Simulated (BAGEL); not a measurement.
# [B2PH6]− (SMILES BP[BH3-]) at B3LYP/6-31G(d) (density fitting with qzvpp-jkfit, spherical functions)

What is the energy change on altering one bond length of [B2PH6]− at B3LYP/6-31G* (density fitting with qzvpp-jkfit, spherical functions)? 

The results are computed with BAGEL 1.2.2.

## 1. Starting point

The species is [B2PH6]− (9 atoms), meant as a singlet with charge -1. As SMILES, `BP[BH3-]`. Geometry: relaxed at GFN2-xTB.

Bond lengths: B1–P2 1.809 Å, P2–B3 2.022 Å, B1–H4 1.183 Å, B1–H5 1.184 Å, P2–H6 1.389 Å, B3–H7 1.201 Å, B3–H8 1.203 Å, B3–H9 1.206 Å. Some angles: B1–P2–B3 109.4°, B1–P2–H6 101.2°, B3–P2–H6 104.6°, P2–B1–H4 119.0°, P2–B1–H5 122.6°, P2–B3–H7 106.9°, P2–B3–H8 105.4°, P2–B3–H9 107.0°, H4–B1–H5 117.9°, H7–B3–H8 112.4°.

## 2. A single-point energy at B3LYP/6-31G(d) (density fitting with qzvpp-jkfit, spherical functions)

Input file input.json:

```json
{ "bagel": [

{
  "title": "molecule",
  "basis": "6-31gs.json",
  "df_basis": "qzvpp-jkfit",
  "angstrom": true,
  "geometry": [
    { "atom": "B", "xyz": [   -1.048220,    0.924770,   -0.958900 ] },
    { "atom": "P", "xyz": [    0.653540,    0.543180,   -0.478640 ] },
    { "atom": "B", "xyz": [    0.663670,   -1.090890,    0.712500 ] },
    { "atom": "H", "xyz": [   -1.647740,    0.145020,   -1.615970 ] },
    { "atom": "H", "xyz": [   -1.545140,    1.981940,   -0.763540 ] },
    { "atom": "H", "xyz": [    0.935590,    1.601400,    0.376270 ] },
    { "atom": "H", "xyz": [    1.796500,   -1.247810,    1.078930 ] },
    { "atom": "H", "xyz": [    0.277510,   -1.994640,    0.019460 ] },
    { "atom": "H", "xyz": [   -0.085710,   -0.862970,    1.629880 ] }
  ]
},
{ "title": "ks", "xc_func": "b3lyp", "charge": -1 },
{ "title": "print", "file": "orbitals.molden", "orbitals": true }

]}
```

The basis set 6-31G* is read from a file made from the Basis Set Exchange's data (not shown).

Command:

```sh
BAGEL_NUM_THREADS=1 BAGEL input.json > input.out
```

Output:

```text
* using 1 threads per process

  ===============================================================
  ===============================================================

  *** Geometry ***

  { "atom" : "B", "xyz" : [     -1.980849,      1.747562,     -1.812058 ] },
  { "atom" : "P", "xyz" : [      1.235012,      1.026461,     -0.904499 ] },
  { "atom" : "B", "xyz" : [      1.254155,     -2.061483,      1.346430 ] },
  { "atom" : "H", "xyz" : [     -3.113777,      0.274048,     -3.053741 ] },
  { "atom" : "H", "xyz" : [     -2.919891,      3.745324,     -1.442881 ] },
  { "atom" : "H", "xyz" : [      1.768009,      3.026207,      0.711047 ] },
  { "atom" : "H", "xyz" : [      3.394893,     -2.358019,      2.038882 ] },
  { "atom" : "H", "xyz" : [      0.524418,     -3.769323,      0.036774 ] },
  { "atom" : "H", "xyz" : [     -0.161968,     -1.630777,      3.080027 ] },

  Number of auxiliary basis functions:      386

  Since a DF basis is specified, we compute 2- and 3-index integrals:
    o Being stored without compression. Storage requirement is 0.010 GB

  Number of basis functions:       58
  Number of electrons      :       31

    * METHOD: MOLECULE                             0.59

  *** Kohn-Sham DFT ***

    * Removing 15586 points whose weight is below 1.00e-10
    * Grid points: 118568

  === Nuclear Repulsion ===
    86.0354946302

       - DIIS with orbital gradients will be used.

  === KS iteration (b3lyp / 6-31gs.json) ===
      0       -354.64117229          0.09953774           1.25
      1       -304.18553408          0.18995263           1.31
      2       -354.73784934          0.09862602           1.39
      3       -384.54517987          0.10185976           1.35
      4       -387.74027916          0.10492434           0.99
      5       -387.65175921          0.11408321           1.24
      6       -388.33797541          0.09899618           0.91
      7       -390.90800020          0.08225469           1.08
      8       -375.30476078          0.22215865           1.10
      9       -394.15432300          0.03573866           1.38
     10       -394.65661269          0.00869655           1.36
     11       -394.66760544          0.00593826           0.93
     12       -394.67927822          0.00137531           1.29
     13       -394.67987194          0.00012388           1.18
     14       -394.67987624          0.00002242           1.43
     15       -394.67987637          0.00001122           1.42
     16       -394.67987640          0.00000176           1.32
     17       -394.67987640          0.00000078           1.50
     18       -394.67987640          0.00000018           0.99
     19       -394.67987640          0.00000010           1.16
     20       -394.67987640          0.00000002           1.32
     21       -394.67987640          0.00000001           0.94
     22       -394.67987640          0.00000000           1.12
    * SCF iteration converged.

    * Permanent dipole moment:
           (    0.120423,    -0.982311,     0.491907) a.u.

    * METHOD: KS                                  30.55

    * METHOD: PRINT                                0.03

  ===============================================================
```

Wall time 32 s (1 thread of Intel Xeon at 2.50GHz (Skylake/Cascade Lake), shared host); peak memory 0.33 GiB.

## 3. The distorted shape

Input file dft.json:

```json
{ "bagel" : [

{
  "title" : "molecule",
  "basis" : "6-31gs.json",
  "df_basis" : "qzvpp-jkfit",
  "angstrom" : "true",
  "geometry" : [
    { "atom" : "B", "xyz" : [      -1.614660,       1.003233,      -1.142123 ] },
    { "atom" : "P", "xyz" : [       0.087100,       0.621643,      -0.661863 ] },
    { "atom" : "B", "xyz" : [       0.097230,      -1.012427,       0.529277 ] },
    { "atom" : "H", "xyz" : [      -2.214180,       0.223483,      -1.799193 ] },
    { "atom" : "H", "xyz" : [      -2.111580,       2.060403,      -0.946763 ] },
    { "atom" : "H", "xyz" : [       0.369150,       1.679863,       0.193047 ] },
    { "atom" : "H", "xyz" : [       1.796500,      -1.247810,       1.078930 ] },
    { "atom" : "H", "xyz" : [      -0.288930,      -1.916177,      -0.163763 ] },
    { "atom" : "H", "xyz" : [      -0.652150,      -0.784507,       1.446657 ] }
  ]
},

{ "title" : "ks", "xc_func" : "b3lyp", "charge" : -1 },

{ "title" : "print", "file" : "orbitals.molden", "orbitals" : "true" }

]}
```

The basis set 6-31G* is read from a file made from the Basis Set Exchange's data (not shown).

Command:

```sh
BAGEL_NUM_THREADS=1 BAGEL dft.json > dft.out
```

Output:

```text
* using 1 threads per process

  ===============================================================
  ===============================================================

  *** Geometry ***

  { "atom" : "B", "xyz" : [     -3.051265,      1.895836,     -2.158300 ] },
  { "atom" : "P", "xyz" : [      0.164595,      1.174735,     -1.250740 ] },
  { "atom" : "B", "xyz" : [      0.183738,     -1.913210,      1.000189 ] },
  { "atom" : "H", "xyz" : [     -4.184194,      0.422322,     -3.399982 ] },
  { "atom" : "H", "xyz" : [     -3.990308,      3.893597,     -1.789123 ] },
  { "atom" : "H", "xyz" : [      0.697592,      3.174481,      0.364806 ] },
  { "atom" : "H", "xyz" : [      3.394893,     -2.358019,      2.038882 ] },
  { "atom" : "H", "xyz" : [     -0.545999,     -3.621050,     -0.309467 ] },
  { "atom" : "H", "xyz" : [     -1.232385,     -1.482503,      2.733786 ] },

  Number of auxiliary basis functions:      386

  Since a DF basis is specified, we compute 2- and 3-index integrals:
    o Being stored without compression. Storage requirement is 0.010 GB

  Number of basis functions:       58
  Number of electrons      :       31

    * METHOD: MOLECULE                             1.03

  *** Kohn-Sham DFT ***

    * Removing 15007 points whose weight is below 1.00e-10
    * Grid points: 119147

  === Nuclear Repulsion ===
    84.6488005344

       - DIIS with orbital gradients will be used.

  === KS iteration (b3lyp / 6-31gs.json) ===
      0       -354.90651818          0.09861875           0.92
      1       -304.84074685          0.18570094           0.98
      2       -355.01644589          0.09760108           1.44
      3       -384.65588684          0.09300983           1.06
      4       -389.15279896          0.09122267           1.28
      5       -389.45791395          0.09970480           1.56
      6       -389.34257677          0.09440512           1.43
      7       -391.88271507          0.06985348           1.27
      8       -376.45192577          0.22108597           1.53
      9       -394.07500203          0.03589463           1.64
     10       -394.61482595          0.00709123           1.47
     11       -394.62700290          0.00286089           1.22
     12       -394.62929217          0.00066172           1.20
     13       -394.62943787          0.00014567           1.62
     14       -394.62944571          0.00001614           1.31
     15       -394.62944580          0.00000394           2.13
     16       -394.62944581          0.00000077           1.79
     17       -394.62944581          0.00000041           1.70
     18       -394.62944581          0.00000011           1.54
     19       -394.62944581          0.00000003           1.67
     20       -394.62944581          0.00000001           1.51
    * SCF iteration converged.

    * Permanent dipole moment:
           (    0.756030,    -1.203423,     0.781310) a.u.

    * METHOD: KS                                  33.46

    * METHOD: PRINT                                0.02

  ===============================================================
```

It took 36 s on 1 thread of Intel Xeon at 2.50GHz (Skylake/Cascade Lake), shared host; peak memory 0.33 GiB.

## 4. Outcome

At B3LYP/6-31G* (density fitting with qzvpp-jkfit, spherical functions):

```
                                                              quantity          value
                                             first shape: total energy  -394.67988 Eh
                                              first shape: HOMO energy       -0.90 eV
                                              first shape: LUMO energy        3.83 eV
    first shape: HOMO–LUMO gap (to an unbound level, set by the basis)        4.74 eV
                                         distorted shape: total energy  -394.62945 Eh
                                          distorted shape: HOMO energy       -1.03 eV
                                          distorted shape: LUMO energy        3.47 eV
distorted shape: HOMO–LUMO gap (to an unbound level, set by the basis)        4.49 eV
     energy change with the B3–H7 bond stretched from 1.201 to 1.801 Å       1.372 eV
```

In words: With the B3–H7 bond stretched from 1.201 to 1.801 Å the energy rises by 1.37 eV (32 kcal/mol). The first shape isn't relaxed at this level, so the change isn't measured from a minimum.
